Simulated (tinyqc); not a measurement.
Worked calculation: FCI on RHF in the sto-6g basis, frozen core, for HF, spin multiplicity 1. Computed by tinyqc, a small Python program that keeps every step (integrals from PySCF). Settings: charge = 0, multiplicity = 1, basis = sto-6g, method = RHF, frozen orbitals = 1, energy threshold = 1e-10, iteration cap = 80, orthogonalisation = symmetric, start = core, DIIS depth = 6, ci = FCI, davidson = 1. Command: `OMP_NUM_THREADS=1 python tinyqc.py 29605 29606 out.jsonl` (the two numbers bound the seeds that draw the settings). One thread of a shared host (Intel(R) Xeon(R) Processor @ 2.60GHz), about 0.1 s of CPU time with the checks. The early iterations of the SCF are left out here.

## One-electron integrals

Geometry (angstrom):
```
atom         x         y         z
F     0.000000  0.000000  0.000000
H     0.000000  0.000000  0.959000
```

Basis sto-6g: exponents (1/bohr^2) and contraction coefficients of normalised primitives:
```
element  l (shell)     exponent  coefficient
F            s (1)  1728.626574     0.009164
F            s (1)   316.941790     0.049361
F            s (1)    88.668891     0.168538
F            s (1)    30.460157     0.370563
F            s (1)    11.828570     0.416492
F            s (1)     4.871659     0.130334
F            s (2)    67.032281    -0.013253
F            s (2)    13.267438    -0.046992
F            s (2)     4.123510    -0.033785
F            s (2)     1.586463     0.250242
F            s (2)     0.689002     0.595117
F            s (2)     0.315820     0.240706
F            p (3)    67.032281     0.003760
F            p (3)    13.267438     0.037679
F            p (3)     4.123510     0.173897
F            p (3)     1.586463     0.418036
F            p (3)     0.689002     0.425860
F            p (3)     0.315820     0.101708
H            s (1)    35.523221     0.009164
H            s (1)     6.513144     0.049361
H            s (1)     1.822143     0.168538
H            s (1)     0.625955     0.370563
H            s (1)     0.243077     0.416492
H            s (1)     0.100112     0.130334
```

Overlap, kinetic and nuclear-attraction integrals over the contracted functions; the nuclear repulsion is the sum of Za Zb / Rab.

nuclear repulsion = 4.96620949 hartree

overlap S:
```
           1F 1s     1F 2s    1F 2px    1F 2py    1F 2pz     2H 1s
1F 1s   1.000000  0.232479  0.000000  0.000000  0.000000  0.045976
1F 2s   0.232479  1.000000  0.000000  0.000000  0.000000  0.424112
1F 2px  0.000000  0.000000  1.000000  0.000000  0.000000  0.000000
1F 2py  0.000000  0.000000  0.000000  1.000000  0.000000  0.000000
1F 2pz  0.000000  0.000000  0.000000  0.000000  1.000000  0.333369
2H 1s   0.045976  0.424112  0.000000  0.000000  0.333369  1.000000
```

kinetic energy T (hartree):
```
            1F 1s      1F 2s    1F 2px    1F 2py    1F 2pz      2H 1s
1F 1s   37.397730  -1.143349  0.000000  0.000000  0.000000  -0.002375
1F 2s   -1.143349   1.082297  0.000000  0.000000  0.000000   0.106133
1F 2px   0.000000   0.000000  3.251325  0.000000  0.000000   0.000000
1F 2py   0.000000   0.000000  0.000000  3.251325  0.000000   0.000000
1F 2pz   0.000000   0.000000  0.000000  0.000000  3.251325   0.237832
2H 1s   -0.002375   0.106133  0.000000  0.000000  0.237832   0.768522
```

nuclear attraction V (hartree):
```
             1F 1s       1F 2s      1F 2px      1F 2py      1F 2pz      2H 1s
1F 1s   -78.374253   -7.993992    0.000000    0.000000   -0.014561  -1.816494
1F 2s    -7.993992  -12.023915    0.000000    0.000000   -0.166441  -3.902728
1F 2px    0.000000    0.000000  -11.988239    0.000000    0.000000   0.000000
1F 2py    0.000000    0.000000    0.000000  -11.988239    0.000000   0.000000
1F 2pz   -0.014561   -0.166441    0.000000    0.000000  -12.093729  -2.730835
2H 1s    -1.816494   -3.902728    0.000000    0.000000   -2.730835  -6.025652
```

core Hamiltonian H = T + V (hartree):
```
             1F 1s       1F 2s     1F 2px     1F 2py     1F 2pz      2H 1s
1F 1s   -40.976523   -9.137341   0.000000   0.000000  -0.014561  -1.818868
1F 2s    -9.137341  -10.941618   0.000000   0.000000  -0.166441  -3.796595
1F 2px    0.000000    0.000000  -8.736913   0.000000   0.000000   0.000000
1F 2py    0.000000    0.000000   0.000000  -8.736913   0.000000   0.000000
1F 2pz   -0.014561   -0.166441   0.000000   0.000000  -8.842404  -2.493002
2H 1s    -1.818868   -3.796595   0.000000   0.000000  -2.493002  -5.257130
```

## Two-electron integrals

Functions are numbered as in S; the eight-fold symmetry (ij|kl) = (ji|kl) = (kl|ij) leaves the list below.

Two-electron integrals (ij|kl) in chemists' order, unique and non-zero (hartree):
```
(11|11) 5.406240   (21|11) 0.768129   (21|21) 0.138909   (22|11) 1.266271
(22|21) 0.283987   (22|22) 0.926367   (31|31) 0.029452   (32|31) 0.044681
(32|32) 0.204753   (33|11) 1.266273   (33|21) 0.283987   (33|22) 0.926366
(33|33) 0.998085   (41|41) 0.029452   (42|41) 0.044681   (42|42) 0.204753
(43|43) 0.053789   (44|11) 1.266273   (44|21) 0.283987   (44|22) 0.926366
(44|33) 0.890506   (44|44) 0.998085   (51|51) 0.029452   (52|51) 0.044681
(52|52) 0.204753   (53|53) 0.053789   (54|54) 0.053789   (55|11) 1.266273
(55|21) 0.283987   (55|22) 0.926366   (55|33) 0.890506   (55|44) 0.890506
(55|55) 0.998085   (61|11) 0.162116   (61|21) 0.028094   (61|22) 0.056152
(61|33) 0.056055   (61|44) 0.056055   (61|51) 0.001217   (61|52) 0.002373
(61|55) 0.056346   (61|61) 0.005777   (62|11) 0.392808   (62|21) 0.089335
(62|22) 0.322980   (62|33) 0.318492   (62|44) 0.318492   (62|51) 0.006443
(62|52) 0.047652   (62|55) 0.331955   (62|61) 0.018053   (62|62) 0.136664
(63|31) 0.010144   (63|32) 0.057312   (63|53) 0.010043   (63|63) 0.020537
(64|41) 0.010144   (64|42) 0.057312   (64|54) 0.010043   (64|64) 0.020537
(65|11) 0.258891   (65|21) 0.059735   (65|22) 0.230914   (65|33) 0.220940
(65|44) 0.220940   (65|51) 0.013976   (65|52) 0.090032   (65|55) 0.250861
(65|61) 0.012626   (65|62) 0.119924   (65|65) 0.125205   (66|11) 0.531208
(66|21) 0.123078   (66|22) 0.509974   (66|33) 0.492334   (66|44) 0.492334
(66|51) 0.011777   (66|52) 0.119714   (66|55) 0.545254   (66|61) 0.025091
(66|62) 0.271930   (66|65) 0.277008   (66|66) 0.774999
```

## Orthogonalisation

S = U s U^T; symmetric (Loewdin) form X = U s^(-1/2) U^T, so that X^T S X = 1.

eigenvalues of S: 0.441741  0.849249  1.000000  1.000000  1.121475  1.587535

X:
```
            1F 1s      1F 2s    1F 2px    1F 2py     1F 2pz      2H 1s
1F 1s    1.022023  -0.128643  0.000000  0.000000  -0.006368   0.019916
1F 2s   -0.128643   1.111225  0.000000  0.000000   0.069426  -0.267332
1F 2px   0.000000   0.000000  1.000000  0.000000   0.000000   0.000000
1F 2py   0.000000   0.000000  0.000000  1.000000   0.000000   0.000000
1F 2pz  -0.006368   0.069426  0.000000  0.000000   1.053488  -0.206643
2H 1s    0.019916  -0.267332  0.000000  0.000000  -0.206643   1.140934
```

## Starting guess

The start is the orbitals of the core Hamiltonian; D = 2 C_occ C_occ^T.

D at the start:
```
            1F 1s      1F 2s    1F 2px    1F 2py     1F 2pz      2H 1s
1F 1s    2.120980  -0.536237  0.000000  0.000000  -0.036263   0.082665
1F 2s   -0.536237   2.371286  0.000000  0.000000   0.221406  -0.357041
1F 2px   0.000000   0.000000  2.000000  0.000000   0.000000   0.000000
1F 2py   0.000000   0.000000  0.000000  2.000000   0.000000   0.000000
1F 2pz  -0.036263   0.221406  0.000000  0.000000   2.185963  -0.350993
2H 1s    0.082665  -0.357041  0.000000  0.000000  -0.350993   0.100368
```

## Iteration 6 (converged): orbitals

converged F (hartree):
```
             1F 1s      1F 2s     1F 2px     1F 2py     1F 2pz      2H 1s
1F 1s   -26.237716  -6.369721   0.000000   0.000000  -0.022398  -1.269408
1F 2s    -6.369721  -2.912214   0.000000   0.000000  -0.086780  -1.058599
1F 2px    0.000000   0.000000  -0.472378   0.000000   0.000000   0.000000
1F 2py    0.000000   0.000000   0.000000  -0.472378   0.000000   0.000000
1F 2pz   -0.022398  -0.086780   0.000000   0.000000  -0.349388  -0.560848
2H 1s    -1.269408  -1.058599   0.000000   0.000000  -0.560848  -0.545299
```

Diagonalise F' = X^T F X, C = X C', fill 5 alpha and 5 beta electrons from the bottom; D = 2 C_occ C_occ^T. Each column has its largest component positive (the first on a tie).

F' = X^T F X (hartree):
```
            1          2          3          4          5          6
1  -25.825554  -3.182199   0.000000   0.000000  -0.041992  -0.201454
2   -3.182199  -1.700342   0.000000   0.000000   0.093980  -0.535558
3    0.000000   0.000000  -0.472378   0.000000   0.000000   0.000000
4    0.000000   0.000000   0.000000  -0.472378   0.000000   0.000000
5   -0.041992   0.093980   0.000000   0.000000  -0.161690  -0.558415
6   -0.201454  -0.535558   0.000000   0.000000  -0.558415  -0.032329
```

orbital energies (hartree): MO1 -26.241041, MO2 -1.472998, MO3 -0.580903, MO4 -0.472378, MO5 -0.472378, MO6 0.575026

coefficients C:
```
              MO1        MO2        MO3       MO4        MO5        MO6
1F 1s    0.997081  -0.238343   0.071500  0.000000   0.000000   0.073668
1F 2s    0.012909   0.950746  -0.402969  0.000000   0.000000  -0.511066
1F 2px   0.000000   0.000000   0.000000  0.986243  -0.165301   0.000000
1F 2py   0.000000   0.000000   0.000000  0.165301   0.986243   0.000000
1F 2pz   0.001928   0.077484   0.701060  0.000000   0.000000  -0.812347
2H 1s   -0.003231   0.141758   0.532891  0.000000   0.000000   1.054617
```

D after iteration 6:
```
            1F 1s      1F 2s    1F 2px    1F 2py     1F 2pz      2H 1s
1F 1s    2.112180  -0.485089  0.000000  0.000000   0.067159   0.002186
1F 2s   -0.485089   2.132938  0.000000  0.000000  -0.417626  -0.160009
1F 2px   0.000000   0.000000  2.000000  0.000000   0.000000   0.000000
1F 2py   0.000000   0.000000  0.000000  2.000000   0.000000   0.000000
1F 2pz   0.067159  -0.417626  0.000000  0.000000   0.994985   0.769132
2H 1s    0.002186  -0.160009  0.000000  0.000000   0.769132   0.608156
```

Within a degenerate level the vectors are fixed only up to a rotation; this is one choice.

## Convergence

Stop when the energy changes by less than 1e-10 hartree and every element of the error matrix X^T (F D S - S D F) X is below 3e-06.

Course of the cycle:
```
iteration   E (hartree)     change  largest element of the error matrix
1          -98.75883779          -                             7.14e-01
2          -99.48930200  -7.30e-01                             1.48e-01
3          -99.50164091  -1.23e-02                             9.97e-03
4          -99.50168814  -4.72e-05                             8.79e-04
5          -99.50168871  -5.69e-07                             1.22e-05
6          -99.50168871  -8.51e-11                             8.38e-08
```

PySCF RHF in the same basis = -99.50168871 hartree

Converged in 6 iterations.

## Populations, bond orders and dipole

Mulliken: Z minus the diagonal of D S on the atom; Loewdin: the same with S^(1/2) D S^(1/2); Mayer order: 2 sum_s sum (D(s) S)_ij (D(s) S)_ji over the two atoms.

Charges (e):
```
atom   Mulliken    Loewdin
1F    -0.203200  -0.150934
2H     0.203200   0.150934
```

Mayer bond orders:
```
pair     order
2-1   0.958710
```

dipole moment about the origin, x y z (debye): 0.000000  0.000000  1.291977

## Integrals over molecular orbitals

(pq|rs) = sum C_ip C_jq C_kr C_ls (ij|kl), one index at a time.

one-electron integrals over orbitals h = C^T H C (hartree):
```
            1          2          3          4          5          6
1  -40.962772   0.715520  -0.209893   0.000000   0.000000  -0.226484
2    0.715520  -9.214939   0.565927   0.000000   0.000000   1.175700
3   -0.209893   0.565927  -7.576665   0.000000   0.000000   1.897377
4    0.000000   0.000000   0.000000  -8.736913   0.000000   0.000000
5    0.000000   0.000000   0.000000   0.000000  -8.736913   0.000000
6   -0.226484   1.175700   1.897377   0.000000   0.000000  -6.129338
```

Two-electron integrals over orbitals (pq|rs), unique and non-zero (hartree); the lowest 1 orbital is frozen and left out:
```
(22|22) 0.861710    (32|22) -0.023167   (32|32) 0.156267    (33|22) 0.753406
(33|32) -0.045543   (33|33) 0.762010    (42|42) 0.182223    (43|42) -0.041155
(43|43) 0.046756    (44|22) 0.882744    (44|32) -0.076648   (44|33) 0.750583
(44|44) 0.998085    (52|52) 0.182223    (53|52) -0.041155   (53|53) 0.046756
(54|54) 0.053789    (55|22) 0.882744    (55|32) -0.076648   (55|33) 0.750583
(55|44) 0.890506    (55|55) 0.998085    (62|22) -0.127500   (62|32) -0.049063
(62|33) -0.037777   (62|44) -0.124938   (62|55) -0.124938   (62|62) 0.096404
(63|22) -0.172581   (63|32) 0.093542    (63|33) -0.121437   (63|44) -0.199770
(63|55) -0.199770   (63|62) 0.055681    (63|63) 0.180696    (64|42) -0.041215
(64|43) -0.015452   (64|64) 0.031200    (65|52) -0.041215   (65|53) -0.015452
(65|65) 0.031200    (66|22) 0.679392    (66|32) 0.069444    (66|33) 0.670302
(66|44) 0.649502    (66|55) 0.649502    (66|62) -0.066999   (66|63) -0.013302
(66|66) 0.714801
```

## FCI: determinants and Hamiltonian

one-electron integrals dressed by the frozen orbital, h + 2 (pq|11) - (p1|1q) (hartree):
```
           2          3          4          5          6
2  -6.851782   0.292991   0.000000   0.000000   0.713918
3   0.292991  -5.602279   0.000000   0.000000   1.185714
4   0.000000   0.000000  -6.235361   0.000000   0.000000
5   0.000000   0.000000   0.000000  -6.235361   0.000000
6   0.713918   1.185714   0.000000   0.000000  -4.382874
```

energy of the frozen orbital, 2 h_11 + (11|11) = -76.54445956 hartree

Hartree-Fock energy = -99.50168871 hartree

Slater-Condon rules over spin orbitals, with the nuclear repulsion and the energy of the frozen orbital added and E(HF) subtracted on the diagonal. Only determinants linked to the reference directly or through others are kept (one block of an abelian symmetry group), so some states are absent.

Occupation strings over the orbitals (2 doubly, a alpha, b beta, 0 empty; spin orbitals ordered 1a 1b 2a 2b ...): 222220 22a22b 2a222b 22b22a 2b222a 222202 222022 220222 2ab222 2ba222 202222

H - E(HF) between determinants (hartree):
```
           222220     22a22b     2a222b     22b22a     2b222a     222202     222022     220222
222220   0.000000   0.000000   0.000000   0.000000   0.000000   0.031200   0.031200   0.180696
22a22b   0.000000   0.666322  -0.013763  -0.180696  -0.055681   0.015452   0.015452   0.108135
2a222b   0.000000  -0.013763   1.465035  -0.055681  -0.096404   0.041215   0.041215  -0.093542
22b22a   0.000000  -0.180696  -0.055681   0.666322  -0.013763  -0.015452  -0.015452  -0.108135
2b222a   0.000000  -0.055681  -0.096404  -0.013763   1.465035  -0.041215  -0.041215   0.093542
222202   0.031200   0.015452   0.041215  -0.015452  -0.041215   1.272083   0.053789   0.046756
222022   0.031200   0.015452   0.041215  -0.015452  -0.041215   0.053789   1.272083   0.046756
220222   0.180696   0.108135  -0.093542  -0.108135   0.093542   0.046756   0.046756   1.468852
2ab222  -0.055681   0.093542  -0.159279  -0.029222   0.049063   0.041155   0.041155   0.128750
2ba222   0.055681  -0.029222   0.049063   0.093542  -0.159279  -0.041155  -0.041155  -0.128750
202222   0.096404   0.049063   0.060502  -0.049063  -0.060502   0.182223   0.182223   0.156267

           2ab222     2ba222     202222
222220  -0.055681   0.055681   0.096404
22a22b   0.093542  -0.029222   0.049063
2a222b  -0.159279   0.049063   0.060502
22b22a  -0.029222   0.093542  -0.049063
2b222a   0.049063  -0.159279  -0.060502
222202   0.041155  -0.041155   0.182223
222022   0.041155  -0.041155   0.182223
220222   0.128750  -0.128750   0.156267
2ab222   2.249870  -0.156267   0.106374
2ba222  -0.156267   2.249870  -0.106374
202222   0.106374  -0.106374   3.147797
```

## FCI: roots

Diagonalise (each vector has its largest component positive (the first on a tie)); all determinants have Ms = 0, so triplets appear too. The lowest singlet root is the correlation energy.

lowest roots of this matrix, relative to E(HF) (hartree): -0.029291  0.478272  0.800162  1.218294  1.241338  1.356242  1.442216  1.582095

lowest vectors:
```
           root 1     root 2     root 3     root 4
222220   0.990706   0.000000  -0.041992   0.000000
22a22b   0.013055   0.704771   0.684473   0.000000
2a222b  -0.001834   0.051934  -0.076361   0.000000
22b22a  -0.013055   0.704771  -0.684473   0.000000
2b222a   0.001834   0.051934   0.076361   0.000000
222202  -0.017292   0.000000   0.002114   0.707107
222022  -0.017292   0.000000   0.002114  -0.707107
220222  -0.123141   0.000000  -0.212664   0.000000
2ab222   0.029994  -0.024520  -0.046418   0.000000
2ba222  -0.029994  -0.024520   0.046418   0.000000
202222  -0.024363   0.000000  -0.004915   0.000000
```

<S^2> of these roots: 0.000000  2.000000  0.000000  0.000000  0.000000  2.000000  0.000000  0.000000

weight of the ground state by excitation level 0, 1, 2, ...: 0.981498  0.000348  0.018154

## The lowest root by the Davidson method

Start from the reference; add the residual divided by (theta - H_ii), orthogonalised, at each step.

Davidson iterations:
```
iteration  subspace  lowest Ritz value (hartree)  residual norm
1                 1                            0       2.24e-01
2                 2                  -0.02851685       3.89e-02
3                 3                  -0.02928225       4.11e-03
4                 4                  -0.02929092       4.84e-04
5                 5                  -0.02929109       2.21e-05
6                 6                  -0.02929109       7.04e-07
7                 7                  -0.02929109       1.15e-16
```
